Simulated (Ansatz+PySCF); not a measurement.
Results of a calculation; reference values are marked as such.
Input for PySCF 2.14.0:

```python
from pyscf import gto, scf, mp

# the (T+d) and (D+d) sets load through basis_set_exchange
mol = gto.M(atom="""
Si 0.000000 0.000000 0.074750
H 0.000000 1.394220 -0.368550
H 1.207430 -0.697110 -0.368550
H -1.207430 -0.697110 -0.368550
""", basis={'H': 'cc-pvtz', 'Si': 'cc-pv(t+d)z'}, charge=0, spin=1)
mf = scf.UHF(mol)
mf.kernel()
pt = mp.MP2(mf, frozen=5).run()
print(mf.e_tot, pt.e_corr, pt.e_tot)
```

The script is written out from the run's settings.

Output:

```yaml
Converged: yes
Reference_energy: -290.64244 hartree
Correlation_energy: -0.11637 hartree
Total_energy: -290.75881 hartree
Spin_squared_of_the_determinant: 0.755
```
